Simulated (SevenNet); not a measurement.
**Rock-salt SnTe (cubic form, which distorts at low temperature)**

These are the machine-learned potential SevenNet-0 (trained on PBE and PBE+U data) values and carry that method's errors.

Cell (relaxed at this level):

```yaml
crystal:
  lattice:
    - [0.00000, 3.20450, 3.20450]
    - [3.20450, 0.00000, 3.20450]
    - [3.20450, 3.20450, 0.00000]
  atoms:
    - { symbol: Sn, position: [0.00000, 0.00000, 0.00000] }
    - { symbol: Te, position: [0.50000, 0.50000, 0.50000] }
```

For rock-salt SnTe (cubic form, which distorts at low temperature), the equilibrium lattice constant a is 6.409 Å and the equilibrium volume per atom is 32.91 Å³/atom.

Measured, for comparison: lattice constant a 6.316 Å, equilibrium volume per atom 31.50 Å³/atom (room temperature, no zero-point or thermal correction; as tabulated in Maiti et al. (2022), arXiv:2109.01420). Computed (rounded) less measured: lattice constant a +1.5 %, equilibrium volume per atom +4.5 %.

A machine-learned potential is trained on density-functional data: it inherits that level's misses and adds fitting errors of its own.
